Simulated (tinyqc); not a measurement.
Inside a calculation. Method: Pariser-Parr-Pople SCF with singles CI, for the molecule C=C1C=C1 (SMILES; centres numbered as the heavy atoms are written). One step of it, computed by the program tinyqc.

Question. Iteration 3: orbitals and new P. Diagonalise F (the basis is taken as orthonormal) and form P = 2 sum c c over the lowest orbitals; 0.3 of the old P is kept.

F (eV), lower triangle:
```
,1C,2C,3C,4C
1C,-5.582417
2C,-4.699004,-5.987244
3C,0.531600,-3.260454,-6.348044
4C,0.531600,-3.260454,-4.729238,-6.348044
```

pi electrons, sum of z_r less the charge = 4

P after iteration 2, lower triangle:
```
,1C,2C,3C,4C
1C,1.201741
2C,0.876577,1.022148
3C,-0.298107,0.330409,0.888055
4C,-0.298107,0.330409,0.888055,0.888055
```

Give: orbital energies; P after iteration 3.

Answer.

orbital energies (eV): -14.2402  -8.6424  -1.6188  0.2357

P after iteration 3, lower triangle:
```
,1C,2C,3C,4C
1C,1.2252
2C,0.8798,0.9958
3C,-0.2924,0.3330,0.8895
4C,-0.2924,0.3330,0.8895,0.8895
```
